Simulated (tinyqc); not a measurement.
A ladder of methods, and size consistency: correlation methods against full CI in the sto-3g basis, for BH3, spin multiplicity 1. Computed by the program tinyqc with PySCF. All electrons correlated; +Q is the Davidson correction (1 - c0^2) E_corr. The last columns treat two copies 100 angstrom apart as one system. FCI is the lowest singlet.

Geometry (angstrom):

| atom | x | y | z |
|---|---|---|---|
| B | 0.0000 | 0.0000 | 0.0040 |
| H | 1.2040 | 0.0000 | 0.0000 |
| H | -0.6020 | 1.0430 | 0.0000 |
| H | -0.6020 | -1.0430 | 0.0000 |

RHF energy of one = -26.067069 hartree

Correlation energies (hartree):

| method | E_corr of one | share of FCI (%) | E_corr of two at 100 angstrom | two minus twice one (mhartree) |
|---|---|---|---|---|
| MP2 | -0.037383 | 68.3799 | -0.074767 | 0.0000 |
| CISD | -0.053215 | 97.3388 | -0.103298 | 3.1325 |
| CISD+Q | -0.054878 | 100.3804 | -0.109204 | 0.5520 |
| CCSD | -0.054274 | 99.2757 | -0.108548 | 0.0000 |
| CCSD(T) | -0.054522 | 99.7297 | -0.109045 | 0.0000 |
| FCI | -0.054670 | 100.0000 | - | - |

What does the comparison show, and why?

MP2 recovers 68 %, CISD 97.3 % and CCSD 99.3 % of the FCI value (c0^2 = 0.969 in CISD). MP2 and coupled cluster are size consistent, so their last column vanishes; CISD loses 3.13 mhartree, since a double excitation on each copy is a quadruple of the pair, and the Davidson correction leaves +0.55.
